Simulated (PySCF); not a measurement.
Compound: CH5P.
SMILES: `C=[PH3]`

Method: MP2 and CCSD/aug-cc-pVDZ in PySCF, restricted Hartree–Fock reference, 6 core orbitals frozen, non-relativistic, gas phase, PBE0-D3(BJ)/def2-SVP geometry.

E(HF) = -381.42424 Eh.

(1) How large is the problem?

(2) What are the MP2 and CCSD correlation energies?

(3) What is the T1 diagnostic?

(4) How does correlation change the dipole moment?

Answers

(1) 95 basis functions and 26 electrons; 6 orbitals frozen, which leaves o = 7 correlated occupied and v = 82 virtual orbitals. That is o·v = 574 singles and o·v(o·v + 1)/2 = 165025 distinct closed-shell doubles amplitudes before symmetry; the costliest CCSD step grows as o²v⁴ = 2.2 × 10^9.

(2) MP2 -0.2951 Eh and CCSD -0.3326 Eh, which gives totals of -381.71933 and -381.75680 Eh. That is 0.646 eV for each correlated electron at CCSD (873 kJ/mol in all, 0.087 % of the total energy); MP2 gives 88.7 % of the CCSD value.

(3) 0.0121, below the customary warning level of 0.02. It is the norm of the spatial-orbital singles amplitudes over the root of the number of correlated electrons, so the norm is 0.045.

(4) HF gives 2.59 D and CCSD (unrelaxed density) 2.29 D, a change of -0.30 D.

No triples correction and no basis-set extrapolation were made.

The job also held the EOM ionisation and excitation roots. On an Intel Xeon Platinum 8488C with one thread, shared host with 96 logical CPUs at a one-minute load of 52, this took 79 s and 0.82 GiB of memory at its peak.
